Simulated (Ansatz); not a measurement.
Molecule: CH₃F (charge +1, doublet). SMILES of the parent species: CF
Coordinates optimised at B3LYP-D3(BJ)/def2-TZVP (Ansatz, a program for electronic structure):
```xyz
5

C     -0.5723     0.0075    -0.0008
F      0.7111    -0.0735    -0.0551
H     -0.9225     0.1766     1.1043
H     -0.9086     1.1296     0.0127
H     -1.1351    -0.6899    -0.6168
```
Charge +1, spin multiplicity 2.

Parts of the frozen-core correlation energy in cc-pVDZ (Ansatz, hartree). Frozen orbitals: 2; correlated occupied orbitals by spin: 7 and 6; virtual: 34 and 35. UHF or UKS for open shells. Spin-orbit coupling is left out. Non-relativistic.

| term | value |
|---|---|
| reference (HF) | -138.60749 |
| MP2 opposite-spin | [?] |
| MP2 same-spin | [?] |
| CCSD correlation | -0.34108 |
| (T) | [?] |
| CCSDT minus CCSD(T) | -0.00073 |
| T1 diagnostic | 0.026 |
| largest doubles amplitude | 0.034 |
| <S^2> of the reference | 0.761 |

**Question.** Complete the blanks.

**Answer.** 
- MP2 opposite-spin, value: -0.23984
- MP2 same-spin, value: -0.08106
- (T), value: -0.00807
